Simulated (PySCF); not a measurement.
# C2H2N2S (1,3,4-Thiadiazole): the cost of one run

Programs: PySCF 2.14.0, with density-fitted response routines of our own. Each step states its level of theory. These are calculated values for one molecule in the gas phase, unless marked as measured. Atoms are numbered from 0 throughout.

## Step 1: The molecule as given

7 atoms, charge 0, multiplicity 1; geometry from: MMFF94s.

Bonds of the start (Å): C0–N1 1.32, N1–N2 1.38, N2–C3 1.32, C3–S4 1.72, S4–C0 1.72, C0–H5 1.08, C3–H6 1.08.

## Step 2: Geometry optimisation at PBE0-D3(BJ)/def2-SVP

The job: settings as JSON, then the geometry in Å.

```
{"job": {"xc": "PBE0", "basis": "def2-SVP", "d3": "d3bj", "grid": 1, "kind": "geom"}, "charge": 0, "multiplicity": 1}
C      1.171367     0.141873     0.006537
N      0.755552    -0.931653     0.643579
N     -0.623287    -0.982790     0.719926
C     -1.184933     0.054484     0.137002
S     -0.081114     1.174074    -0.550054
H      2.218972     0.355000    -0.152599
H     -2.256558     0.189012     0.095200
```

Command:

```console
$ OMP_NUM_THREADS=1 python probes_run.py task.json out
```

The driver reads the jobs from task.json and runs them one after another.

**Question.** How long does this first job take on 1 thread of Arm Neoverse V2, shared host, and how much memory does it need?

About 17 s, with a peak of 0.35 GiB.
